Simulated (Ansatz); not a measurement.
Predict the output of the script below (the Ansatz DFT code, driven from Python).

Input file `clhmgs.xyz`:
```text
4

S    -0.32930    1.65890   -0.53950
Mg   -0.27610   -0.68420   -0.06580
Cl   -0.20210   -3.00480    0.39550
H     0.86310    1.96980    0.18940
```

Script `run_relaxed_scan.py`:
```python
"""Relaxed scan of one distance in ClHMgS."""

import ansatz as az
import numpy as np

BASIS_SET = "def2-SVP"
XC = "pbe0"


def main() -> None:
    clhmgs = az.Crystal.molecule_from_extxyz("clhmgs.xyz")

    calc = clhmgs.calculation()
    calc = calc.basis(gaussian=BASIS_SET)
    calc = calc.functional(XC)
    symbols = [site.symbol for site in clhmgs.cartesian_sites]
    pairs = [(0, 1), (0, 3), (1, 2)]
    print("held (A)   E (eV)        ", "  ".join(f"{symbols[i]}{i}-{symbols[j]}{j}" for i, j in pairs))
    for length in [2.18, 2.37, 2.56, 2.84, 3.2]:
        r = calc.relax(constraints=[az.DistanceConstraint((1, 2), at=length)], force_tolerance=0.02, max_steps=60).run(threads=1).report
        xyz = np.array(r["positions_ang"])
        print(f"{length:6.2f} {r['free_energy_ev']:14.5f}  ", "  ".join(f"{np.linalg.norm(xyz[i] - xyz[j]):.3f}" for i, j in pairs))


if __name__ == "__main__":
    main()
```

Output of `python run_relaxed_scan.py`:
```text
held (A)   E (eV)         S0-Mg1  S0-H3  Mg1-Cl2
DeckWarning: relax.constraints: the input's atoms, or those drawn, lie off the distances that are held; a relaxation that starts there is brought onto them ahead of its first SCF, by positions alone, an atom by 9.36e-2 Å at the most. With the symmetry detection on, the symmetry is detected on the input's atoms as so [...]
  2.18   -28802.06397   2.301  1.353  2.180
  2.37   -28801.91673   2.297  1.353  2.370
  2.56   -28801.52328   2.295  1.354  2.560
  2.84   -28800.78505   2.294  1.354  2.840
  3.20   -28799.83786   2.292  1.354  3.200
```
(Warnings from the package without file and line, shortened, repeats left out.)

The settings weren't tested for convergence. The energies are electronic: no zero-point or thermal terms, and the basis set is short of its limit. Run time: 25 s on 1 thread of Intel(R) Xeon(R) 6975P-C (Granite Rapids) (shared host), peak memory 0.21 GiB.

(Lines on the test bed's own set-up are left out of the output.)
